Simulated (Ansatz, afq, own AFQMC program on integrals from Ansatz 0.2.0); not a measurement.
AFQMC, coupled cluster and functionals along a coordinate of CHO, doublet

| atom | x (Å) | y (Å) | z (Å) |
| --- | --- | --- | --- |
| O | 0.0000 | -0.1013 | 0.5002 |
| C | 0.0000 | 0.0736 | -0.7526 |
| H | 0.0000 | 0.7302 | 1.0271 |

The O1–C2 distance is changed with both sides rigid. Energies in mEh count from this geometry (1.265 Å) at the same level; the start stands on UHF, each point on the determinant named.

Basis cc-pVDZ. Only valence electrons are correlated. AFQMC by an in-house program on the Cholesky factors that Ansatz 0.2.0 writes for its CCSD(T) run. The CISD trial takes its coefficients from CCSD amplitudes. Released means that phaseless walkers are propagated on without the constraint, phases kept. Error bars are statistical, one sigma.

Cautions, each for one point or more: (Q) is large, so the cluster series hasn't closed; (T) is large; CCSDT(Q) on the ROHF determinant differs, perhaps since the unrestricted series falls towards higher spin; an unrestricted solution with more broken spin lies lower; cluster runs in doubt by the program's own checks; higher spins were not checked; raised T1 diagnostic; strong correlation; unrestricted determinant slightly spin contaminated; unrestricted determinant spin contaminated; walk and cluster series may follow different spin states.

```
r(O1–C2) / Å  det.     T1  weight  ⟨S²⟩  B2PLYP  r2SCAN  CCSD(T)
       1.114   UHF  0.022    0.90  0.76    38.2    37.0     42.3
       1.360   UHF  0.024    0.89  0.76     4.6     4.7      3.2
       1.764   UHF  0.048    0.84  0.81    86.3    85.3     82.3
       2.321  UHF¶  0.077    0.73  0.76  188.4§  175.5§    168.5
       3.471  UHF¶  0.007    0.91  1.76  202.7§  207.8§    188.0
```

Problem. Estimate the curve of phaseless AFQMC with a CISD trial, counted from the same start.

Solution. 
| r(O1–C2) / Å | det. | T1 | weight | ⟨S²⟩ | ph-AFQMC/CISD | released AFQMC | CCSDT(Q) |
| --- | --- | --- | --- | --- | --- | --- | --- |
| 1.114 | UHF | 0.022 | 0.90 | 0.76 | 42.3 ± 0.8 | 41.5 ± 1.4* | 42.5 |
| 1.360 | UHF | 0.024 | 0.89 | 0.76 | 4.3 ± 0.9 | 4.0 ± 1.3 | 3.0 |
| 1.764 | UHF | 0.048 | 0.84 | 0.81 | 81.0 ± 1.1 | 78.1 ± 1.5* | 78.5 |
| 2.321 | UHF¶ | 0.077 | 0.73 | 0.76 | 168.1 ± 1.9 | – | 150.2 |
| 3.471 | UHF¶ | 0.007 | 0.91 | 1.76 | 189.3 ± 0.7 | 188.9 ± 1.1* | 188.6 |

Weight is that of the determinant in the CISD state; at the start T1 is 0.021 and the weight 0.90, and ⟨S²⟩ is 0.76. ¶ marks points with a poor determinant and no full CI, where no value is sure; they don't count among the departures. An asterisk marks released energies that aren't shown to be converged. A dash marks a missing value, a released energy that hasn't settled or a functional that sits on another state. § marks a functional whose ⟨S²⟩ is too high by over 0.1. Largest departures from phaseless AFQMC with a CISD trial: CCSD(T) 1.2 mEh at 1.764 (on UHF) (within the noise), CCSDT(Q) -2.5 mEh at 1.764 (on UHF), B2PLYP 5.2 mEh at 1.764, r2SCAN -5.4 mEh at 1.114. The walk's constraint bias lies outside its error bars, so these are departures and not errors. Functionals count only at points shown to share the start's state and spin. In this small basis the wave-function levels are far from their limit, so their gap to the functionals isn't the functionals' error.

CCSDT and higher add their correlation energy to the determinant of the CCSD(T) run, since their own runs factorise the integrals more tightly (a shift of under 2 meV). A walk keeps the symmetry of its determinant, which the program's search chose and which needn't be the lowest solution, so a lower state of the same spin and another symmetry isn't excluded.
